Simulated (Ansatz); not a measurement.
CdW₂: from a trial structure to a relaxed crystal

These are results of DFT PBE, scalar-relativistic, plane waves, PAW (Ansatz 0.2.0), not measurements. Cutoff 420 eV, Γ-centred k mesh, Gaussian smearing, no spin polarisation in the final step.

The start puts CdW₂ on the MoSi2 (C11b) structure type (I4/mmm, No. 139), with Cd in place of Mo, W in place of Si, at a guessed volume.

```xyz
3
Lattice="-1.7645 1.7645 4.3285 1.7645 -1.7645 4.3285 1.7645 1.7645 -4.3285" Properties=species:S:1:pos:R:3 pbc="T T T"
Cd    0.0000    0.0000    0.0000
W     0.0000    0.0000    5.7569
W     0.0000    0.0000    2.9001
```

Cell and atoms relax at zero pressure; the relaxation can't lower the symmetry of the start. After a coarse first stage the cell is made exact in the group found at 0.06 Å.

The zero of energy is the elements' standard structures at the same level; no fitted shifts are applied.

(1) Which crystal results?

(2) What are its volume, energy, density and gap?

Results:

(1) It keeps I4/mmm (No. 139). The result has the MoSi2 (C11b) structure. Conventional cell: a = 3.336 Å, c = 9.561 Å. Cd is coordinated by 10 W at 2.96–2.99 Å and 4 Cd at 3.34 Å; around W lie 4 W at 2.65 Å and 5 Cd at 2.96–2.99 Å (next W at 3.34 Å).

Space group I4/mmm (No. 139). a = 3.336 Å, b = 3.336 Å, c = 9.561 Å, α = 90.00°, β = 90.00°, γ = 90.00°
| atom | site | symmetry | x | y | z |
| --- | --- | --- | --- | --- | --- |
| Cd | 2a | 4/mmm | 0.0000 | 0.0000 | 0.0000 |
| W | 4e | 4mm | 0.5000 | 0.5000 | 0.1870 |

(2) The volume per atom is 17.74 Å³. The density is 14.98 g/cm³, the energy over the elements is 0.55 eV/atom and the gap on the 20×20×20 mesh is 0 eV (a metal).

The final run used a 20×20×20 mesh on its 3-atom cell and 0.10 eV smearing. For metals, differences of a few meV/atom aren't resolved. Spin–orbit coupling is left out. A structure relaxed within its symmetry needn't be a true minimum.

Cost: 3 runs of about 2.1 core-minutes in all, on Intel Xeon 6975P-C (Granite Rapids) (shared hosts).